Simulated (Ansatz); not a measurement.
**NO (doublet): wave-function methods side by side at distance N1–O2 = 1.140 Å, 6-31G**

How much of the correlation energy of NO (doublet) does each wave-function method recover here?

The runs use Ansatz 0.2.0, Gaussian basis; 6-31G, core rule «outside noble gas», up to 2 orbitals frozen.

The runs, in order: UHF; CCSD(T) on ROHF; CCSD(T) on UHF; BCCD(T) on ROHF; CISD; CCSDT(Q) on ROHF; CCSDT(Q) on UHF; CISDTQ; CCSDTQ on ROHF; CCSDTQ on UHF; CASSCF and MRCISD+Q, 3 electrons in 3 orbitals; CASSCF and NEVPT2, 3 electrons in 3 orbitals; CASSCF and MRCISD+Q, 11 electrons in 8 orbitals; CASSCF and NEVPT2, 11 electrons in 8 orbitals; Full CI.

38 further runs of the same task are left out: 7 for a known fault of the program, 20 that didn't finish, 11 set aside as unsound or not needed.

**1. What is computed**

The geometry derives from a PBE0/def2-TZVP stationary point (not a proven minimum). One bond is set to the value named and the two fragments are kept rigid.

2 atoms, charge 0, spin multiplicity 2.

Atoms are counted from 1 here; the program's logs count them from 0.

Bond lengths: N1–O2 1.140 Å.

**2. UHF**

Input file in.yaml:

```yaml
crystal:
  periodic: [false, false, false]
  atoms:
    - {symbol: N, position_ang: [0.000000, 0.000000, 0.000000]}
    - {symbol: O, position_ang: [0.000000, 0.000000, 1.139769]}
basis:
  gaussian: {orbitals: 6-31G}
magnetization: {spin_polarized: true, initial_magnetization: 1}
hamiltonian: {xc: hf}
output: {orbitals: {seedname: orbitals}}
```

On the command line:

```sh
ansatz run in.yaml --threads 1 --pin off --events-out ev --progress --plain --max-ram 2393MiB
```

Further steps of the session: CCSD(T) on ROHF; CCSD(T) on UHF; BCCD(T) on ROHF; CISD; CCSDT(Q) on ROHF; CCSDT(Q) on UHF; CISDTQ; CCSDTQ on ROHF; CCSDTQ on UHF; CASSCF and MRCISD+Q, 3 electrons in 3 orbitals; CASSCF and NEVPT2, 3 electrons in 3 orbitals; CASSCF and MRCISD+Q, 11 electrons in 8 orbitals; CASSCF and NEVPT2, 11 electrons in 8 orbitals; Full CI.

Before running them: what should the planned runs give, taken together? Wanted: FCI below the RHF energy; RMP2 from FCI; UMP2 from FCI; RCCSD from FCI; RCCSD(T) from FCI; UCCSD(T) from FCI; RCCSDT(Q) from FCI; UCCSDT(Q) from FCI; NEVPT2 pair from FCI.

As calculated:

| quantity | value |
| --- | --- |
| FCI below the RHF energy | -6.4279 eV |
| RMP2 from FCI | +12.1 kJ/mol |
| UMP2 from FCI | +37.9 kJ/mol |
| RCCSD from FCI | +24.6 kJ/mol |
| RCCSD(T) from FCI | +4.4 kJ/mol |
| UCCSD(T) from FCI | +5.2 kJ/mol |
| RCCSDT(Q) from FCI | +0.1 kJ/mol |
| UCCSDT(Q) from FCI | -0.1 kJ/mol |
| NEVPT2 pair from FCI | +37.2 kJ/mol |
| MRCISD+Q pair from FCI | +18.6 kJ/mol |
| NEVPT2 valence from FCI | +61.1 kJ/mol |
| levels within 1 kcal/mol (43 meV) | RCCSDT, UCCSDT, CISDTQ, RCCSDT(Q), UCCSDT(Q), RCCSDTQ, UCCSDTQ, MRCISD+Q valence |
| T1 diagnostic | 0.023 |
| effectively unpaired electrons | 1.07 |

In words: RCCSD(T) lands +4.4 kJ/mol from the yardstick (0.7 % of the correlation energy). One determinant dominates. Of the multireference levels listed MRCISD+Q valence comes nearest in total energy (+2.8 kJ/mol), which doesn't show that its space is the better one. These misses are within one basis, not against nature; the frozen cores of restricted and unrestricted runs differ, which can shift their rows.
